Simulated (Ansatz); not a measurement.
**CH₃OS− (SMILES CS[O-]): functionals against CCSD(T) at one geometry**

One table from this session's results is given with a row withheld; the runs are named, their logs left out.

Program: Ansatz 0.2.0, Gaussian basis. Level of theory: single points in def2-TZVPPD. These are calculated values, not measurements.

Cores are frozen in the correlated methods.

## Starting geometry

SMILES `CS[O-]`, 6 atoms, charge -1, spin multiplicity 1.

Atoms are counted from 1 here; the program's logs count them from 0.

Bond lengths: C1–S2 2.008 Å, C1–H4 1.184 Å, C1–H5 0.817 Å, C1–H6 0.895 Å, S2–O3 1.413 Å. Angles: S2–C1–H4 91.7°, S2–C1–H5 106.0°, S2–C1–H6 104.8°, H4–C1–H5 101.1°, H4–C1–H6 116.7°, H5–C1–H6 129.6°, C1–S2–O3 111.6°.

Coordinates:

```xyz
6
charge -1, multiplicity 1
C    -0.4005    0.3968   -0.4716
S     0.0790   -1.2251    0.6109
O     1.3653   -1.1072    1.1848
H    -0.3501    1.0940    0.4837
H     0.2823    0.6168   -0.8635
H    -1.2144    0.2203   -0.7988
```

The first run:

Input file run/in.yaml:

```yaml
crystal:
  periodic: [false, false, false]
  atoms:
    - {symbol: C, position_ang: [-0.400500, 0.396800, -0.471600]}
    - {symbol: S, position_ang: [0.079000, -1.225100, 0.610900]}
    - {symbol: O, position_ang: [1.365300, -1.107200, 1.184800]}
    - {symbol: H, position_ang: [-0.350100, 1.094000, 0.483700]}
    - {symbol: H, position_ang: [0.282300, 0.616800, -0.863500]}
    - {symbol: H, position_ang: [-1.214400, 0.220300, -0.798800]}
basis:
  gaussian: {orbitals: "def2-TZVPPD.json"}
total_charge: -1
correlation: {method: ccsd_t}
output: {forces: true}
```

The basis file named in the input lies beside it (Basis Set Exchange, JSON).

No record of the launch command was kept for these runs.

Steps of the session up to this table: CCSD(T)/def2-TZVPPD; PBE0-D4/def2-TZVPPD; wB97M-V/def2-TZVPPD; r2SCAN-D4/def2-TZVPPD; PBE-D4/def2-TZVPPD; BHLYP-D4/def2-TZVPPD; CAM-B3LYP-D4/def2-TZVPPD.

One table of the session follows, with a row left open; its other results are not shown here.

```
      method  RMS force component (eV/Å)  angle to CCSD(T) forces (°)
     CCSD(T)                       8.005                    reference
     PBE0-D4                       7.904                          1.7
     wB97M-V                       7.881                          1.1
   r2SCAN-D4                       7.846                          1.1
      PBE-D4                       7.927                          1.0
    BHLYP-D4                       7.790                          2.8
CAM-B3LYP-D4                           ?                            ?
```

**Question.** Estimate the row for CAM-B3LYP-D4.

**Answer.** RMS force component (eV/Å): 7.846; angle to CCSD(T) forces (°): 1.5.

To keep in mind: The anion's highest level is positive in at least one run, so there the basis alone may hold the extra electron.
